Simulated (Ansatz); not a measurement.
# BH₂O₂ radical: one structure at several levels

How do the functionals fare away from a minimum? The structure is a structure displaced at random from a GFN2-xTB minimum.

Method: single points in def2-TZVPP; program: Ansatz 0.2.0, Gaussian basis.

Correlated methods freeze the cores. Orbitals are unrestricted.

## 1. The starting structure

SMILES `[O]BO`, 5 atoms, charge 0, spin multiplicity 2.

Atoms are counted from 1 here; the program's logs count them from 0.

Bond lengths: O1–B2 1.214 Å, B2–O3 1.374 Å, B2–H4 1.197 Å, O3–H5 0.937 Å. Angles: O1–B2–O3 141.9°, O1–B2–H4 109.5°, O3–B2–H4 108.5°, B2–O3–H5 113.7°.

Coordinates:

```
O    -0.28720   -1.39300   -0.38490
B    -0.27240   -0.20130   -0.15550
O     0.52690    0.79020    0.35910
H    -1.27110    0.30090   -0.58350
H     1.32420    0.47280    0.73600
```

## 2. CCSD(T)/def2-TZVPP

run/in.yaml

```yaml
crystal:
  periodic: [false, false, false]
  atoms:
    - {symbol: O, position_ang: [-0.287200, -1.393000, -0.384900]}
    - {symbol: B, position_ang: [-0.272400, -0.201300, -0.155500]}
    - {symbol: O, position_ang: [0.526900, 0.790200, 0.359100]}
    - {symbol: H, position_ang: [-1.271100, 0.300900, -0.583500]}
    - {symbol: H, position_ang: [1.324200, 0.472800, 0.736000]}
basis:
  gaussian: {orbitals: def2-TZVPP}
magnetization: {spin_polarized: true, initial_magnetization: 1}
correlation: {method: ccsd_t}
scf: {omitted_lower_state_checks: [cluster_reference]}
output: {forces: true}
```

No record of the launch command was kept for these runs.

## 3. PBE0-D4/def2-TZVPP

run/in.yaml: that of step 2 with these lines changed.

```diff
@@ -11,4 +11,3 @@
 magnetization: {spin_polarized: true, initial_magnetization: 1}
-correlation: {method: ccsd_t}
-scf: {omitted_lower_state_checks: [cluster_reference]}
-output: {forces: true}
+hamiltonian: {xc: pbe0, dispersion: d4}
+output: {forces: true, orbitals: {seedname: orbitals}}
```

## 4. wB97M-V/def2-TZVPP

run/in.yaml: that of step 3 with these lines changed.

```diff
@@ -11,3 +11,3 @@
 magnetization: {spin_polarized: true, initial_magnetization: 1}
-hamiltonian: {xc: pbe0, dispersion: d4}
-output: {forces: true, orbitals: {seedname: orbitals}}
+hamiltonian: {xc: {name: wB97M-V}}
+output: {forces: true}
```

## 5. r2SCAN-D4/def2-TZVPP

run/in.yaml: that of step 4 with these lines changed.

```diff
@@ -11,3 +11,3 @@
 magnetization: {spin_polarized: true, initial_magnetization: 1}
-hamiltonian: {xc: {name: wB97M-V}}
+hamiltonian: {xc: r2scan, dispersion: d4}
 output: {forces: true}
```

## 6. PBE-D4/def2-TZVPP

run/in.yaml: that of step 5 with these lines changed.

```diff
@@ -11,3 +11,3 @@
 magnetization: {spin_polarized: true, initial_magnetization: 1}
-hamiltonian: {xc: r2scan, dispersion: d4}
+hamiltonian: {xc: pbe, dispersion: d4}
 output: {forces: true}
```

## 7. CAM-B3LYP-D4/def2-TZVPP

run/in.yaml: that of step 6 with these lines changed.

```diff
@@ -11,3 +11,3 @@
 magnetization: {spin_polarized: true, initial_magnetization: 1}
-hamiltonian: {xc: pbe, dispersion: d4}
+hamiltonian: {xc: {name: CAM-B3LYP}, dispersion: d4}
 output: {forces: true}
```

## 8. BHLYP-D4/def2-TZVPP

run/in.yaml: that of step 7 with these lines changed.

```diff
@@ -11,3 +11,3 @@
 magnetization: {spin_polarized: true, initial_magnetization: 1}
-hamiltonian: {xc: {name: CAM-B3LYP}, dispersion: d4}
+hamiltonian: {xc: {name: BHLYP}, dispersion: d4}
 output: {forces: true}
```

(Steps that only read results are left out.)

Q: Predict the outcome of this session. Wanted: energy less free atoms, CCSD(T)/def2-TZVPP; RMS force component; RMS force error; HOMO and LUMO, PBE0-D4; T1 diagnostic.

The runs gave:

| quantity | value |
| --- | --- |
| energy less free atoms, CCSD(T)/def2-TZVPP | -1837.8 kJ/mol |
| RMS force component | 2.254 to 2.540 eV/Å over the methods |
| RMS force error | PBE0-D4 0.299, wB97M-V 0.228, r2SCAN-D4 0.331, PBE-D4 0.472, CAM-B3LYP-D4 0.337, BHLYP-D4 0.372 eV/Å |
| HOMO and LUMO, PBE0-D4 | -9.70 and -4.79 eV |
| T1 diagnostic | 0.032 |

In words: Against CCSD(T) the functionals' energies less atoms differ by -148.0 to +8.4 kJ/mol, PBE-D4 by -148.0 kJ/mol. A larger basis would deepen the CCSD(T) value, while the functionals are nearly converged already, so the order here is not reliable. For forces wB97M-V does best and PBE-D4 worst. Frozen-core CCSD(T) forces in triple zeta carry basis errors of their own, and this is one geometry, so small gaps rank nothing.
